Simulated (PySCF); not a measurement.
# Disulfane (H₂S₂): spin-spin couplings and electronic excitations at several levels of theory, part 2 of 2

PySCF 2.14.0. Atoms count from 0.

### 11 TDDFT and polarisability: CAM-B3LYP/def2-SVPD

What the job is given:

```
{"job": {"kind": "uv", "xc": "CAM-B3LYP", "basis": "def2-SVPD", "ip": true}, "charge": 0, "multiplicity": 1}
S     -0.777120     0.377323     0.699226
S      1.047844     0.383017    -0.286799
H     -1.567315     0.064984    -0.356779
H      1.379879    -0.915763    -0.086106
```

Method: TDDFT CAM-B3LYP/def2-SVPD, vertical, gas phase, core orbitals frozen in the response.

Standard output:

```text
coarse grid: 4488 points
cycle   1  E = -797.2736416729  dE =  1.402e-02  |g| = 1.726e-01  |ddm| = 1.969e+00
cycle   2  E = -797.2839392245  dE = -1.030e-02  |g| = 9.031e-02  |ddm| = 3.527e-01
cycle   3  E = -797.2866384829  dE = -2.699e-03  |g| = 1.133e-02  |ddm| = 1.291e-01
cycle   4  E = -797.2866935363  dE = -5.505e-05  |g| = 4.226e-03  |ddm| = 2.080e-02
cycle   5  E = -797.2867003733  dE = -6.837e-06  |g| = 1.110e-03  |ddm| = 6.060e-03
final grid: 34240 points
cycle   6  E = -797.3561311514  dE = -1.626e-06  |g| = 8.414e-04  |ddm| = 7.823e-03
cycle   7  E = -797.3561312649  dE = -1.135e-07  |g| = 6.142e-04  |ddm| = 2.040e-03
cycle   8  E = -797.3561313835  dE = -1.186e-07  |g| = 4.335e-05  |ddm| = 7.827e-04
cycle   9  E = -797.3561313845  dE = -1.006e-09  |g| = 1.616e-05  |ddm| = 1.185e-04
cycle  10  E = -797.3561313846  dE = -1.409e-10  |g| = 4.566e-06  |ddm| = 3.075e-05
converged SCF energy = -797.3561313846

Static polarisability (au): isotropic 44.193, principal 38.078 38.177 56.326

Singlet excitations
state   eV       nm        f      main configurations
  1   4.7138    263.0   0.00337   H-1->L 0.93
  2   4.7388    261.6   0.00970   H->L 0.92
  3   6.0478    205.0   0.01134   H->L+1 0.85, H-1->L+2 0.09
  4   6.0636    204.5   0.01398   H-1->L+1 0.82, H->L+2 0.11
  5   6.9393    178.7   0.00294   H-1->L+2 0.81, H->L+1 0.10
  6   6.9533    178.3   0.01012   H->L+2 0.75, H-1->L+1 0.12
  7   7.8838    157.3   0.27942   H-2->L 0.69
  8   8.1167    152.8   0.01512   H->L+3 0.68, H-1->L+6 0.21
  9   8.1396    152.3   0.03250   H-1->L+3 0.61, H->L+6 0.17, H->L+4 0.14
 10   8.1591    152.0   0.07186   H-1->L+5 0.75, H->L+4 0.13

Triplet excitations (Tamm-Dancoff, eV): 4.0250 4.0460 5.6424 5.6487
Vertical ionisation energy (delta-SCF) = 10.1306 eV
Vertical electron affinity (delta-SCF) = -0.4353 eV
```

It took 5 s on 1 thread of Arm Neoverse V2, shared host; peak memory 0.35 GiB.

This run: HOMO -8.97 eV, LUMO -0.33 eV; lowest singlet 4.71 eV.

### 12 Ultraviolet spectrum: wB97X-D/def2-SVPD

What the job is given:

```
{"job": {"kind": "uv", "xc": "wB97X-D", "basis": "def2-SVPD", "ip": true}, "charge": 0, "multiplicity": 1}
S     -0.777120     0.377323     0.699226
S      1.047844     0.383017    -0.286799
H     -1.567315     0.064984    -0.356779
H      1.379879    -0.915763    -0.086106
```

Method: TDDFT wB97X-D/def2-SVPD, vertical, gas phase, core orbitals frozen in the response.

Standard output:

```text
coarse grid: 4488 points
cycle   1  E = -797.2479588449  dE = -8.025e-03  |g| = 1.980e-01  |ddm| = 1.994e+00
cycle   2  E = -797.2620344287  dE = -1.408e-02  |g| = 9.392e-02  |ddm| = 3.703e-01
cycle   3  E = -797.2648446861  dE = -2.810e-03  |g| = 1.141e-02  |ddm| = 1.297e-01
cycle   4  E = -797.2649167472  dE = -7.206e-05  |g| = 3.672e-03  |ddm| = 1.998e-02
cycle   5  E = -797.2649234364  dE = -6.689e-06  |g| = 1.061e-03  |ddm| = 5.959e-03
final grid: 34240 points
cycle   6  E = -797.3357354057  dE = -3.739e-05  |g| = 3.264e-03  |ddm| = 3.831e-02
cycle   7  E = -797.3357376225  dE = -2.217e-06  |g| = 1.359e-03  |ddm| = 7.198e-03
cycle   8  E = -797.3357380869  dE = -4.643e-07  |g| = 2.255e-04  |ddm| = 2.314e-03
cycle   9  E = -797.3357381117  dE = -2.478e-08  |g| = 8.606e-05  |ddm| = 4.973e-04
cycle  10  E = -797.3357381162  dE = -4.498e-09  |g| = 1.549e-05  |ddm| = 1.871e-04
cycle  11  E = -797.3357381166  dE = -3.967e-10  |g| = 5.156e-06  |ddm| = 6.684e-05
converged SCF energy = -797.3357381166

Static polarisability (au): isotropic 43.795, principal 37.707 37.810 55.867

Singlet excitations
state   eV       nm        f      main configurations
  1   4.7359    261.8   0.00311   H-1->L 0.94
  2   4.7653    260.2   0.00971   H->L 0.94
  3   6.2411    198.7   0.01208   H->L+1 0.85, H-1->L+2 0.09
  4   6.2550    198.2   0.01466   H-1->L+1 0.82, H->L+2 0.11
  5   7.0973    174.7   0.00244   H-1->L+2 0.78, H->L+1 0.10
  6   7.1021    174.6   0.00709   H->L+2 0.71, H-1->L+1 0.12
  7   7.9747    155.5   0.29655   H-2->L 0.73
  8   8.2818    149.7   0.02315   H->L+4 0.57, H-1->L+6 0.18, H-1->L+3 0.10
  9   8.3053    149.3   0.03844   H-1->L+4 0.54, H->L+3 0.25, H->L+6 0.11
 10   8.3866    147.8   0.05681   H-1->L+5 0.74, H->L+3 0.09

Triplet excitations (Tamm-Dancoff, eV): 4.0926 4.1091 5.8856 5.8929
Vertical ionisation energy (delta-SCF) = 10.1610 eV
```

Wall time 4.1 s (1 thread of Arm Neoverse V2, shared host); peak memory 0.35 GiB.

This run: HOMO -9.52 eV, LUMO 0.34 eV; lowest singlet 4.74 eV.

### 13 Ultraviolet spectrum: LC-wPBE/def2-SVPD

What the job is given:

```
{"job": {"kind": "uv", "xc": "LC-wPBE", "basis": "def2-SVPD", "ip": true}, "charge": 0, "multiplicity": 1}
S     -0.777120     0.377323     0.699226
S      1.047844     0.383017    -0.286799
H     -1.567315     0.064984    -0.356779
H      1.379879    -0.915763    -0.086106
```

With the program's defaults for keys left out, this is: TDDFT LC-wPBE/def2-SVPD, vertical, gas phase, core orbitals frozen in the response.

Standard output:

```text
coarse grid: 4488 points
cycle   1  E = -796.9942229022  dE = -2.768e-02  |g| = 2.181e-01  |ddm| = 2.012e+00
cycle   2  E = -797.0124181766  dE = -1.820e-02  |g| = 8.234e-02  |ddm| = 3.439e-01
cycle   3  E = -797.0145835438  dE = -2.165e-03  |g| = 1.295e-02  |ddm| = 1.068e-01
cycle   4  E = -797.0147052498  dE = -1.217e-04  |g| = 3.175e-03  |ddm| = 2.228e-02
cycle   5  E = -797.0147126389  dE = -7.389e-06  |g| = 7.039e-04  |ddm| = 6.470e-03
final grid: 34240 points
cycle   6  E = -797.1072217194  dE = -1.732e-05  |g| = 2.737e-03  |ddm| = 3.453e-02
cycle   7  E = -797.1072231228  dE = -1.403e-06  |g| = 1.127e-03  |ddm| = 4.687e-03
cycle   8  E = -797.1072234885  dE = -3.658e-07  |g| = 1.446e-04  |ddm| = 1.874e-03
cycle   9  E = -797.1072234994  dE = -1.086e-08  |g| = 4.897e-05  |ddm| = 2.855e-04
cycle  10  E = -797.1072235010  dE = -1.670e-09  |g| = 7.469e-06  |ddm| = 1.197e-04
cycle  11  E = -797.1072235011  dE = -6.503e-11  |g| = 1.634e-06  |ddm| = 2.700e-05
converged SCF energy = -797.1072235011

Static polarisability (au): isotropic 42.866, principal 36.969 37.060 54.569

Singlet excitations
state   eV       nm        f      main configurations
  1   4.9224    251.9   0.00213   H-1->L 0.83, H-1->L+2 0.09
  2   4.9476    250.6   0.00928   H->L 0.82, H->L+2 0.08
  3   6.5101    190.4   0.01212   H->L+1 0.69, H-1->L+2 0.10
  4   6.5270    190.0   0.01467   H-1->L+1 0.66, H->L+2 0.12
  5   7.5225    164.8   0.00078   H-1->L+2 0.56, H-1->L+6 0.17, H->L+1 0.17
  6   7.5420    164.4   0.00261   H->L+2 0.48, H-1->L+1 0.19, H->L+6 0.16
  7   8.2135    151.0   0.30959   H-2->L 0.66, H->L+2 0.10
  8   8.6246    143.8   0.02565   H->L+4 0.47, H-1->L+6 0.14, H-3->L 0.13
  9   8.6947    142.6   0.04883   H-1->L+4 0.47, H->L+3 0.22, H->L+6 0.12
 10   8.7758    141.3   0.07251   H-1->L+5 0.75, H->L+6 0.09

Triplet excitations (Tamm-Dancoff, eV): 4.1541 4.1817 5.9602 5.9848
Vertical ionisation energy (delta-SCF) = 10.3236 eV
```

It took 8.4 s on 1 thread of Arm Neoverse V2, shared host; peak memory 0.35 GiB.

This run: HOMO -10.39 eV, LUMO 0.76 eV; lowest singlet 4.92 eV.

### 14 Ultraviolet spectrum: PBE0/6-31G*

What the job is given:

```
{"job": {"kind": "uv", "xc": "PBE0", "basis": "6-31G*"}, "charge": 0, "multiplicity": 1}
S     -0.777120     0.377323     0.699226
S      1.047844     0.383017    -0.286799
H     -1.567315     0.064984    -0.356779
H      1.379879    -0.915763    -0.086106
```

Method: TDDFT PBE0/6-31G*, vertical, gas phase, core orbitals frozen in the response.

Standard output:

```text
coarse grid: 4488 points
cycle   1  E = -797.2783855517  dE =  8.143e-02  |g| = 1.632e-01  |ddm| = 2.047e+00
cycle   2  E = -797.2849048026  dE = -6.519e-03  |g| = 1.143e-01  |ddm| = 5.098e-01
cycle   3  E = -797.2895183680  dE = -4.614e-03  |g| = 1.467e-02  |ddm| = 2.072e-01
cycle   4  E = -797.2895790433  dE = -6.068e-05  |g| = 4.789e-03  |ddm| = 2.622e-02
cycle   5  E = -797.2895861212  dE = -7.078e-06  |g| = 4.230e-04  |ddm| = 5.815e-03
final grid: 34240 points
cycle   6  E = -797.2506006786  dE = -4.718e-06  |g| = 3.000e-03  |ddm| = 1.647e-02
cycle   7  E = -797.2506015730  dE = -8.944e-07  |g| = 2.584e-03  |ddm| = 9.667e-03
cycle   8  E = -797.2506038422  dE = -2.269e-06  |g| = 2.098e-04  |ddm| = 4.312e-03
cycle   9  E = -797.2506038557  dE = -1.346e-08  |g| = 1.095e-05  |ddm| = 2.770e-04
cycle  10  E = -797.2506038557  dE = -1.955e-11  |g| = 8.830e-06  |ddm| = 3.339e-05
converged SCF energy = -797.2506038557

Static polarisability (au): isotropic 30.560, principal 23.624 23.630 44.426

Singlet excitations
state   eV       nm        f      main configurations
  1   4.7890    258.9   0.00039   H->L 0.99
  2   4.8432    256.0   0.01140   H-1->L 0.98
  3   6.9158    179.3   0.00344   H->L+2 0.54, H-1->L+1 0.44
  4   6.9226    179.1   0.00061   H-1->L+2 0.60, H->L+1 0.38
  5   7.3255    169.3   0.01119   H-1->L+1 0.47, H->L+2 0.39, H-2->L 0.12
  6   7.3508    168.7   0.00935   H->L+1 0.60, H-1->L+2 0.38
  7   8.4305    147.1   0.48555   H-2->L 0.76, H-4->L 0.12
  8   8.8684    139.8   0.00289   H-3->L 0.98
  9   9.6168    128.9   0.02580   H-2->L+1 0.98
 10   9.8433    126.0   0.01745   H-2->L+2 0.97

Triplet excitations (Tamm-Dancoff, eV): 4.0034 4.0233 6.0886 6.1058
```

Run time: 0.94 s. Hardware: 1 thread of Arm Neoverse V2, shared host; peak memory 0.35 GiB.

In short: HOMO -7.59 eV, LUMO -1.12 eV; lowest singlet 4.79 eV.

### 15 Side by side: spin-spin couplings

Couplings (Hz), each a mean over the pairs like the one named, with basis size and wall time:

| run | S0–H2 | S0–S1 | S0–H3 | H2–H3 | functions | time |
| --- | --- | --- | --- | --- | --- | --- |
| B3LYP/cc-pVTZ | 8.0 | -3.6 | 2.7 | -2.0 | 96 | 2.7 s |
| B3LYP/6-31G* | 18.6 | 0.2 | 2.1 | -2.5 | 40 | 1.1 s |

### 16 Run by run: electronic excitations

Excitations and ground-state properties, with basis size and wall time:

| run | lowest singlet (eV) | brightest (eV) | f | gap (eV) | α (Å³) | μ (D) | functions | time |
| --- | --- | --- | --- | --- | --- | --- | --- | --- |
| HF/def2-SVPD | 5.31 | 8.47 | 0.461 | 11.96 | 6.34 | 1.30 | 70 | 0.95 s |
| LDA/def2-SVPD | 4.34 | 7.45 | 0.165 | 4.02 | 6.81 | 1.19 | 70 | 3.3 s |
| PBE/def2-SVPD | 4.39 | 7.43 | 0.107 | 4.11 | 6.75 | 1.14 | 70 | 5.1 s |
| B3LYP/def2-SVPD | 4.56 | 7.69 | 0.242 | 5.81 | 6.64 | 1.15 | 70 | 4.5 s |
| PBE0/def2-SVPD | 4.66 | 7.86 | 0.257 | 6.29 | 6.55 | 1.21 | 70 | 4.5 s |
| BHandHLYP/def2-SVPD | 4.85 | 8.05 | 0.327 | 8.33 | 6.46 | 1.21 | 70 | 4.8 s |
| CAM-B3LYP/def2-SVPD | 4.71 | 7.88 | 0.279 | 8.64 | 6.55 | 1.20 | 70 | 5 s |
| wB97X-D/def2-SVPD | 4.74 | 7.97 | 0.297 | 9.86 | 6.49 | 1.24 | 70 | 4.1 s |
| LC-wPBE/def2-SVPD | 4.92 | 8.21 | 0.310 | 11.15 | 6.35 | 1.29 | 70 | 8.4 s |
| PBE0/6-31G* | 4.79 | 8.43 | 0.486 | 6.47 | 4.53 | 1.58 | 40 | 0.94 s |

Measured dipole: 1.17 D (gas; NIST CCCBDB Release 22 (SRD 101), experimental dipoles).

### 17 What came out

This closing draws on all 2 parts.

| quantity | value |
| --- | --- |
| point group | C2 |
| rotational constants (main isotopes) | 144.69, 6.86, 6.86 GHz |
| largest coupling of the table (B3LYP/cc-pVTZ) | 1J(S,H) S0–H2, 8.0 Hz |
| lowest singlet (HF/def2-SVPD) | 5.31 eV (234 nm), f = 0.002 |
| brightest single state of those computed | state 7, 8.47 eV, f = 0.461 |
| lowest triplet | 4.41 eV |
| range of J(S0,H2), mean over like pairs | 8.0 to 18.6 Hz |
| range of the lowest singlet | 4.34 to 5.31 eV |

**Reading.** Single values in the summary come from the first run of each kind that ended normally (B3LYP/cc-pVTZ; HF/def2-SVPD), which need not be the best level. The start was shaken at random, so part of the energy gained undoes that. Of the pairs tabulated at B3LYP/cc-pVTZ, S0–H2 (mean over like pairs) couples most strongly (8.0 Hz; Fermi contact 5.8 Hz). The lowest singlet, at 5.31 eV, is HOMO−1→LUMO 0.54, HOMO−1→LUMO+5 0.19 and is weak; of the 10 states computed, the strongest absorption comes from state 7 at 8.47 eV. The lowest triplet lies 0.90 eV below the lowest singlet (triplets in Tamm-Dancoff, singlets in full TDDFT). The coupling S0–H2, as a mean over pairs of its kind, runs from 8.0 Hz (B3LYP/cc-pVTZ) to 18.6 Hz (B3LYP/6-31G*). The lowest singlet runs from 4.34 eV (LDA/def2-SVPD) to 5.31 eV (HF/def2-SVPD), while the orbital gap spans 4.02 to 11.96 eV. The lowest state need not be the same one in every run. For the measured dipole, LDA/def2-SVPD misses least (0.02 D, 3.3 s) and PBE0/6-31G* most (0.41 D, 0.94 s). Couplings from bases without tight functions are rough. One molecule ranks no method: errors cancel, and vibration and temperature are missing from all runs.
